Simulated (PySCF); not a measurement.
Predicted microwave data (PBE0-D3(BJ)/def2-TZVP geometry optimisation, gas phase in PySCF) for one isomer of C4H4O:

| Quantity | Value |
| --- | --- |
| Rotational constants | A = 44026, B = 2128, C = 2056 MHz |
| Dipole components | \|μa\| = 3.76 D, \|μb\| = 1.44 D, \|μc\| = 0.01 D |
| Inertial defect | -3.14 u·Å² |
| κ | -1.00 |

Question: Which candidate fits, each taken in the one conformer that was computed?
A. `c1ccoc1`
B. `C#CC(C)=O`
C. `C(=O)C#CC`

Answer: C. It is CC#CC=O, a near-prolate asymmetric top. The candidates at the same level (rigid rotor, commonest isotopes):

| SMILES | A (MHz) | B (MHz) | C (MHz) | μa (D) | μb (D) | μc (D) | Δ (u·Å²) | point group | rotor |
| --- | --- | --- | --- | --- | --- | --- | --- | --- | --- |
| CC#CC=O | 44026 | 2128 | 2056 | 3.76 | 1.44 | 0.01 | -3.14 | near Cs | near-prolate asymmetric top |
| c1ccoc1 | 9579 | 9378 | 4739 | 0.57 | 0.00 | 0.00 | 0.00 | C2v | near-oblate asymmetric top |
| C#CC(C)=O | 10328 | 4070 | 2973 | 1.38 | 2.72 | 0.00 | -3.11 | Cs | asymmetric top |

`C#CC(C)=O` has B 91 % too high; `c1ccoc1` has B 341 % too high. No structure here is proved a minimum.
